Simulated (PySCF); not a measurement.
Molecule: difluoromethane (FCF, CH2F2).

Geometry (Å), atoms numbered from 1 in this order:
```xyz
5

F    -1.0618    0.7495   -0.0673
C    -0.0007   -0.0729   -0.0014
F     1.1126    0.6798    0.0213
H    -0.0572   -0.6504    0.9316
H     0.0157   -0.7031   -0.9013
```

Frames of a GFN2-xTB Langevin trajectory at 200 K; GIAO PBE0/pcSseg-1 shieldings in PySCF 2.14.0 with density-fitted response routines, gas phase, non-relativistic; equivalent atoms averaged within each frame.

Chemical shifts δ = σref − σ; 19F (σ = 170.95 ppm) against CFCl3; TMS for 13C (σ = 186.93 ppm) and 1H (σ = 31.72 ppm), all at this level. The references are static minima.

Question: How do the shifts (ppm) fluctuate along the trajectory?

Answer: 
```
         time (fs)   F1/F3     C2  H4/H5
optimised geometry  -157.4  113.6   6.05
               250  -157.4  113.0   5.95
               425  -150.3  117.1   6.09
               625  -151.2  116.4   6.48
               800  -160.6  111.8   5.89
              1000  -152.2  116.9   6.63
    mean of frames  -154.3  115.1   6.21
standard deviation     4.4    2.5   0.33
```

5 frames give an uncertainty of the mean of about the standard deviation over 2.2 at best, since frames this close in time may not be independent; classical motion lacks zero-point vibration, and the reference would need the same averaging.
